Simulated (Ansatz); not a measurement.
# H2Cl (doublet): wave-function methods side by side at distance H1–H2 along a hydrogen transfer = 0.693 Å, 6-31G

Aim: climb from Hartree-Fock through coupled cluster and multireference methods for H2Cl (doublet) at one geometry and basis, and see what each rung misses.

Computed with Ansatz 0.2.0, Gaussian basis. Level: 6-31G, core rule «outside noble gas», up to 5 orbitals frozen.

The runs, in order: UHF; CCSD(T) on ROHF; CCSD(T) on UHF; BCCD(T) on ROHF; CISD; CCSDT(Q) on ROHF; CCSDT(Q) on UHF; CISDTQ; CCSDTQ on ROHF; CCSDTQ on UHF; CASSCF and MRCISD+Q, 3 electrons in 3 orbitals; CASSCF and NEVPT2, 3 electrons in 3 orbitals; CASSCF and MRCISD+Q, 9 electrons in 6 orbitals; CASSCF and NEVPT2, 9 electrons in 6 orbitals; Full CI.

5 further runs of the same task are left out: 3 that didn't finish, 2 set aside as unsound or not needed.

### Step 1. The geometry

The geometry derives from fragments relaxed apart (PBE0/def2-TZVP) and kept rigid, so it is no stationary point. A hydrogen atom is moved between rigid fragments.

3 atoms, charge 0, spin multiplicity 2.

Atoms are counted from 1 here; the program's logs count them from 0.

Bond lengths: H1–H2 0.693 Å.

### Step 2. UHF

Contents of in.yaml:

```yaml
crystal:
  periodic: [false, false, false]
  atoms:
    - {symbol: H, position_ang: [0.000000, 0.000000, -1.123667]}
    - {symbol: H, position_ang: [0.000000, 0.000000, -0.430667]}
    - {symbol: Cl, position_ang: [0.000000, 0.000000, 1.554333]}
basis:
  gaussian: {orbitals: 6-31G}
magnetization: {spin_polarized: true, initial_magnetization: 1}
hamiltonian: {xc: hf}
output: {orbitals: {seedname: orbitals}}
```

The run is started by

```
> ansatz run in.yaml --threads 1 --pin off --events-out ev --progress --plain --max-ram 2393MiB
```

The runs that follow: CCSD(T) on ROHF; CCSD(T) on UHF; BCCD(T) on ROHF; CISD; CCSDT(Q) on ROHF; CCSDT(Q) on UHF; CISDTQ; CCSDTQ on ROHF; CCSDTQ on UHF; CASSCF and MRCISD+Q, 3 electrons in 3 orbitals; CASSCF and NEVPT2, 3 electrons in 3 orbitals; CASSCF and MRCISD+Q, 9 electrons in 6 orbitals; CASSCF and NEVPT2, 9 electrons in 6 orbitals; Full CI.

Before running them: what should the planned runs give, taken together? Wanted: FCI below the RHF energy; RMP2 from FCI; UMP2 from FCI; RCCSD from FCI; RCCSD(T) from FCI; UCCSD(T) from FCI; RCCSDT(Q) from FCI; UCCSDT(Q) from FCI; NEVPT2 pair from FCI.

As calculated:

```
                         quantity                                                                                                                                                                    value
         FCI below the RHF energy                                                                                                                                                               -1.5746 eV
                    RMP2 from FCI                                                                                                                                                               +361.6 meV
                    UMP2 from FCI                                                                                                                                                               +353.7 meV
                   RCCSD from FCI                                                                                                                                                                +12.2 meV
                RCCSD(T) from FCI                                                                                                                                                                 +1.9 meV
                UCCSD(T) from FCI                                                                                                                                                                 +1.8 meV
               RCCSDT(Q) from FCI                                                                                                                                                                  0.0 meV
               UCCSDT(Q) from FCI                                                                                                                                                                 -0.1 meV
             NEVPT2 pair from FCI                                                                                                                                                               +244.6 meV
           MRCISD+Q pair from FCI                                                                                                                                                                +16.8 meV
          NEVPT2 valence from FCI                                                                                                                                                               +358.9 meV
levels within 1 kcal/mol (43 meV)  RCCSD, UCCSD, RCCSD(T), UCCSD(T), BCCD(T), RCCSDT, UCCSDT, CISDTQ, RCCSDT(Q), UCCSDT(Q), RCCSDTQ, UCCSDTQ, MRCISD pair, MRCISD+Q pair, MRCISD valence, MRCISD+Q valence
                    T1 diagnostic                                                                                                                                                                    0.012
   effectively unpaired electrons                                                                                                                                                                     1.01
```

In words: RCCSD(T) lands +1.9 meV from the yardstick (0.1 % of the correlation energy). One determinant dominates. Of the multireference levels listed MRCISD+Q valence comes nearest in total energy (+16.1 meV), which doesn't show that its space is the better one. These misses are within one basis, not against nature; the frozen cores of restricted and unrestricted runs differ, which can shift their rows.
